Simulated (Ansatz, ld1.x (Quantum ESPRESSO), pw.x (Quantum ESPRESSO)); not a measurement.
**pw.x on sc Sc: one setting changed**

Potential: norm-conserving Troullier–Martins (Kleinman–Bylander form), ld1.x (Quantum ESPRESSO) 7.5, PBEsol; core [Ar], reference 3d1 4s2 4p0; waves: 4s (bound): rc 2.55 bohr; 4p (bound, empty): rc 2.95 bohr; 3d (bound): rc 2.40 bohr; local part: all-electron potential smoothed inside 2.90 bohr (lloc = -1); core correction: none.

The reference run (k-mesh 11³, cutoffs 50/200 Ry, Fermi–Dirac 0.01 Ry, mixing_beta 0.4, conv_thr 1e-9, no spin) gives 0.55 GPa at 24.897 Å³/atom, where all-electron LAPW gives 0.03 GPa. This run, with its own iteration cap, changes k-mesh points per axis to 1, a wrong or extreme entry chosen on purpose.

```
&control
  calculation='scf', prefix='x', pseudo_dir='./', outdir='./tmp', tstress=.true., disk_io='none'
/
&system
  ibrav=0, nat=1, ntyp=1, ecutwfc=50, ecutrho=200, nbnd=8,
  occupations='smearing', smearing='fd', degauss=0.01
/
&electrons
  conv_thr=1e-09, mixing_beta=0.4, electron_maxstep=70
/
ATOMIC_SPECIES
Sc 1.0 Sc.UPF
CELL_PARAMETERS angstrom
  2.91999656 0.00000000 0.00000000
  0.00000000 2.91999656 0.00000000
  0.00000000 0.00000000 2.91999656
ATOMIC_POSITIONS crystal
Sc 0.0000 0.0000 0.0000
K_POINTS automatic
1 1 1 0 0 0
```

```bash
pw.x < Sc.scf.in > Sc.scf.out
```

Problem. How does the run end?

Solution. It converges in 8 iterations; the free energy moves by -7.22 eV/atom and the pressure by -16.48 GPa. The result is not a property of the crystal.

```
Message from routine setup:
     using ibrav=0 with symmetry is DISCOURAGED, use correct ibrav instead
     lattice parameter (alat)  =       5.5180  a.u.
     unit-cell volume          =     168.0133 (a.u.)^3
     number of electrons       =         3.00
     number of Kohn-Sham states=            8
     kinetic-energy cutoff     =      50.0000  Ry
     charge density cutoff     =     200.0000  Ry
     scf convergence threshold =      1.0E-09
     Exchange-correlation= PBESOL
     number of k points=     1  Fermi-Dirac smearing, width (Ry)=  0.0100
     iteration #  1     ecut=    50.00 Ry     beta= 0.40
     total energy              =      -3.98512415 Ry
     estimated scf accuracy    <       0.01891370 Ry
     iteration #  2     ecut=    50.00 Ry     beta= 0.40
     total energy              =      -4.00006348 Ry
     estimated scf accuracy    <       0.00617760 Ry
     iteration #  3     ecut=    50.00 Ry     beta= 0.40
     total energy              =      -4.00128165 Ry
     estimated scf accuracy    <       0.00010979 Ry
     iteration #  4     ecut=    50.00 Ry     beta= 0.40
     total energy              =      -4.00133142 Ry
     estimated scf accuracy    <       0.00001338 Ry
     iteration #  5     ecut=    50.00 Ry     beta= 0.40
     total energy              =      -4.00133427 Ry
     estimated scf accuracy    <       0.00000032 Ry
     iteration #  6     ecut=    50.00 Ry     beta= 0.40
     total energy              =      -4.00133433 Ry
     estimated scf accuracy    <       0.00000019 Ry
     iteration #  7     ecut=    50.00 Ry     beta= 0.40
     total energy              =      -4.00133434 Ry
     estimated scf accuracy    <          4.4E-09 Ry
     iteration #  8     ecut=    50.00 Ry     beta= 0.40
     the Fermi energy is     3.4796 ev
!    total energy              =      -4.00133434 Ry
     estimated scf accuracy    <          8.0E-11 Ry
     smearing contrib. (-TS)   =      -0.02249341 Ry
     The total energy is F=E-TS. E is the sum of the following terms:
     one-electron contribution =       2.08061742 Ry
     hartree contribution      =       0.03732919 Ry
     xc contribution           =      -1.46907709 Ry
     ewald contribution        =      -4.62771045 Ry
     convergence has been achieved in   8 iterations
          total   stress  (Ry/bohr**3)                   (kbar)     P=     -159.26
     Message from routine punch:
     Nothing written, as per user request (disk_io='none')
```

The run took about 0.9 s on one core of a shared host (Intel(R) Xeon(R) Platinum 8488C, 192 threads, 1488 GiB, load 68).
